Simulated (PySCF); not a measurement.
Orbital picture of AlH

r²SCAN at R = 1.668 Å; basis Al def2-SVP, H def2-SVP; no relativity; PySCF 2.14. State: ¹Σ⁺ (singlet), closed shell. Only the outer orbitals are listed, counted within each symmetry.

| orbital | occ. | ε (eV) | on Al (%) | main shells (%) |
| --- | --- | --- | --- | --- |
| 4σ | 2 | -9.15 | 64 | 59 Al s, 35 H s |
| 5σ | 2 | -5.03 | 73 | 37 Al p, 35 Al s, 27 H s |
| 2π | 0 | -2.37 | 100 | 100 Al p |
| 2π | 0 | -2.37 | 100 | 100 Al p |
| 6σ | 0 | 1.68 | 81 | 66 Al p, 19 H s |

Task: Which are the highest filled and the lowest empty level, where do they sit, and how wide is the gap?

Result: Highest filled 5σ at -5.03 eV (in %: 37 Al p, 35 Al s, 27 H s); lowest empty 2π at -2.37 eV (in %: 100 Al p); the gap at r²SCAN is 2.66 eV.

| Property | Result |
| --- | --- |
| bond order (Mayer) | 0.88 |
| ⟨S²⟩ | 0.000 |
| charge on Al (Mulliken, basis-dependent) | 0.24 |
| charge on Al (Löwdin, basis-dependent) | 0.21 |
| dipole moment (positive dipole means Al(−)H(+)) | 0.15 D |
